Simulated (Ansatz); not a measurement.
# Counterpoise correction, worked out

The pair of H$_{2}$O (SMILES O, atoms 1–3) and SiH$_{3}$Cl (SMILES [SiH3]Cl, atoms 4–8), both closed shells, in one local arrangement (a lower one may exist), relaxed at PBE0-D4/def2-TZVP:

```xyz
8
angstrom
O -0.0470 -0.0265 -1.9566
H -0.8972 -0.3671 -1.6632
H -0.2370 0.8436 -2.3149
Si 0.3742 -0.0579 1.1876
Cl -1.6183 -0.5409 0.9026
H 0.6113 1.3083 0.6766
H 1.2152 -1.0670 0.5148
H 0.5987 -0.0925 2.6529
```

Computed with Ansatz 0.2.0 (basis: def2-TZVPPD); correlated methods freeze the cores.

MP2 total energies in eV:

| system | geometry | basis functions | energy |
| --- | --- | --- | --- |
| pair | pair | all | -22501.17560 |
| H$_{2}$O | as in the pair | all (partner as ghosts) | -2076.97728 |
| SiH$_{3}$Cl | as in the pair | all (partner as ghosts) | -20424.09207 |
| H$_{2}$O | as in the pair | its own | -2076.96954 |
| SiH$_{3}$Cl | as in the pair | its own | -20424.07521 |
| H$_{2}$O | free (PBE0-D4 minimum) | its own | -2076.96971 |
| SiH$_{3}$Cl | free (PBE0-D4 minimum) | its own | -20424.08216 |

(1) Work out the interaction energy with and without the counterpoise correction, the superposition error, and the binding energy from the relaxed fragments.

T1 diagnostic: at most 0.011.

## Answers

(1) Without correction: -22501.17560 − (-2076.96954) − (-20424.07521) = -0.13085 eV.
With correction (each fragment in the whole basis): -22501.17560 − (-2076.97728) − (-20424.09207) = -0.10625 eV = -2.45 kcal/mol.
The superposition error is the difference, 0.02460 eV, 19 % of the uncorrected value: each fragment borrows its partner's functions.
Deformation from the free shapes: 0.00017 eV for H$_{2}$O and 0.00695 eV for SiH$_{3}$Cl.
Binding energy from relaxed fragments: -0.10625 + 0.00017 + 0.00695 = -0.09913 eV = -2.29 kcal/mol (electronic, without zero-point energy; negative means bound). For comparison, the corrected interaction energy by CCSD(T) at an estimated basis limit (MP2 extrapolated from triple and quadruple zeta, plus CCSD(T) − MP2 in triple zeta) is -0.127 eV.

For scale, one of the runs: CCSD(T)/def2-TZVPPD, 224 basis functions, launched by `ansatz run in.yaml --threads 4 --pin off --events-out ev --progress --plain --max-ram 9574MiB`. Time: 52 s of wall clock on 4 CPU threads of an Arm Neoverse V1; the host was shared. Peak host memory: 3.4 GiB.
